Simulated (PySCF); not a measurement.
Match each property card to its molecule.

Structures:
1. `CC[C@@]12C=C[C@@](F)(CC1)C2` (C9H13F)
2. `c1(F)cc(c(F)cc1)F` (C6H3F3)
3. `NO` (H3NO)
4. `ClC(=O)c1ccco1` (C5H3ClO2)
5. `CCCc1ccncc1` (C8H11N)
6. `COCC1=CC=CC=C1` (C8H10O)

Card P (geometry PBE0-D3(BJ)/def2-SVP):
- Rotational constants A, B, C: 3.914, 1.273, 0.960 GHz
- Static isotropic polarisability (wB97X-D/def2-SVPD): 79.9 au
- 13C chemical shifts (computed TMS as zero) by class (GIAO PBE0/pcSseg-1): 162.8 (1 C), 152.6 (1 C), 149.6 (1 C), 127.2 (1 C), 119.2 (1 C) ppm
- Point group: Cs
- Dipole moment (wB97X-D/def2-SVPD): 4.29 D
- HOMO energy (wB97X-D/def2-SVPD): -9.42 eV
- Lowest singlet excitation (TDDFT wB97X-D/def2-SVPD): 4.78 eV (260 nm, f = 0.000)

Card Q (geometry PBE0-D3(BJ)/def2-SVP):
- Rotational constants A, B, C: 3.097, 1.279, 0.905 GHz
- Static isotropic polarisability (PBE0/def2-SVPD): 68.3 au
- 13C chemical shifts (computed TMS as zero) by class (GIAO PBE0/pcSseg-1): 165.3 (1 C), 158.4 (1 C), 154.3 (1 C), 123.0 (1 C), 115.3 (1 C), 110.6 (1 C) ppm
- Lowest singlet excitation (TDDFT PBE0/def2-SVPD): 5.28 eV (235 nm, f = 0.033)
- Isotropic shieldings of nuclei other than C and H, by class (GIAO PBE0/pcSseg-1): 291 (1 F), 311 (1 F), 324 (1 F) ppm
- Lowest triplet excitation (Tamm–Dancoff) (TDA PBE0/def2-SVPD): 4.07 eV
- Point group: Cs

Card R (geometry PBE0-D3(BJ)/def2-SVP):
* Rotational constants A, B, C: 4.563, 0.854, 0.770 GHz
* Static isotropic polarisability (wB97X-D/def2-SVPD): 99.9 au
* Isotropic shieldings of nuclei other than C and H, by class (GIAO PBE0/pcSseg-1): -90 (1 N) ppm
* Lowest singlet excitation (TDDFT wB97X-D/def2-SVPD): 5.12 eV (242 nm, f = 0.005)
* Lowest triplet excitation (Tamm–Dancoff) (TDA wB97X-D/def2-SVPD): 4.34 eV
* HOMO energy (wB97X-D/def2-SVPD): -9.23 eV

Card S (geometry PBE0-D3(BJ)/def2-SVP):
* Rotational constants A, B, C: 193.485, 26.343, 26.301 GHz
* Static isotropic polarisability (PBE0/def2-SVPD): 17.8 au
* Vertical ionisation energy (ΔSCF PBE0/def2-SVPD): 10.52 eV
* Largest of the computed one-bond spin–spin couplings (means over like bonds) (B3LYP/pcJ-1): 17O–1H -63.5, 15N–1H -61.5 (×2), 17O–15N -4.1 Hz
* Dipole moment (PBE0/def2-SVPD): 0.59 D
* Core binding energies (ΔSCF SCAN, pcX-2 on the ionised atom, pcseg-1 elsewhere, spin-free X2C): N1s 406.9, O1s 539.6 eV

Card T (geometry PBE0-D3(BJ)/def2-SVP):
* Rotational constants A, B, C: 2.532, 1.026, 0.951 GHz
* Static isotropic polarisability (PBE0/def2-SVPD): 99.1 au
* Dipole moment (PBE0/def2-SVPD): 2.18 D
* 13C chemical shifts (computed TMS as zero) by class (GIAO PBE0/pcSseg-1): 147.1 (1 C), 146.0 (1 C), 106.6 (1 C), 56.7 (1 C), 52.2 (1 C), 36.7 (1 C), 33.4 (1 C), 30.0 (1 C), 13.1 (1 C) ppm
* Isotropic shieldings of nuclei other than C and H, by class (GIAO PBE0/pcSseg-1): 381 (1 F) ppm

Card U (geometry PBE0-D3(BJ)/def2-SVP):
* Rotational constants A, B, C: 3.651, 1.058, 0.940 GHz
* Static isotropic polarisability (wB97X-D/def2-SVPD): 96.6 au
* Vertical ionisation energy (ΔSCF wB97X-D/def2-SVPD): 9.00 eV
* Lowest singlet excitation (TDDFT wB97X-D/def2-SVPD): 5.41 eV (229 nm, f = 0.000)
* 13C chemical shifts (computed TMS as zero) by class (GIAO B3LYP/pcSseg-1): 146.4 (1 C), 134.5 (2 C), 133.5 (1 C), 133.1 (2 C), 77.5 (1 C), 57.5 (1 C) ppm
* Point group: C1

Species are written as SMILES; each is one conformer at its optimised geometry, gas phase, non-relativistic unless stated; the electronic structure was computed with PySCF and density fitting. NMR classes are plain means over equivalent atoms (diastereotopic ones count apart unless rotation or inversion swaps them), as if these changed places fast.

Task: Which card belongs to which structure?

Result: P = 4, Q = 2, R = 5, S = 3, T = 1, U = 6. What ties each card to its structure:
- 1 (card T), C9H13F, monoisotopic mass 140.1 u, 10 heavy atoms: 9 C in 9 classes; the least shielded carbon (147.1 ppm) is an alkene CH carbon; an asymmetric top with C = 0.951 GHz; polarisability 99.1 au for 76 electrons; dipole 2.18 D.
- 2 (card Q), C6H3F3, monoisotopic mass 132.0 u, 9 heavy atoms: 6 C in 6 classes; the least shielded carbon (165.3 ppm) is an aromatic C–F carbon; an asymmetric top with C = 0.905 GHz; polarisability 68.3 au for 66 electrons.
- 3 (card S), H3NO, monoisotopic mass 33.0 u, 2 heavy atoms: core lines of N and O; an asymmetric top with C = 26.301 GHz, the highest such constant on the cards; polarisability 17.8 au for 18 electrons; dipole 0.59 D.
- 4 (card P), C5H3ClO2, monoisotopic mass 130.0 u, 8 heavy atoms: 5 C in 5 classes; the least shielded carbon (162.8 ppm) is an acyl halide carbon; an asymmetric top with C = 0.960 GHz; polarisability 79.9 au for 66 electrons; dipole 4.29 D.
- 5 (card R), C8H11N, monoisotopic mass 121.1 u, 9 heavy atoms: an asymmetric top with C = 0.770 GHz, the lowest such constant on the cards; polarisability 99.9 au for 66 electrons.
- 6 (card U), C8H10O, monoisotopic mass 122.1 u, 9 heavy atoms: 8 C in 6 classes; the least shielded carbon (146.4 ppm) is a substituted aromatic carbon; an asymmetric top with C = 0.940 GHz; polarisability 96.6 au for 66 electrons.
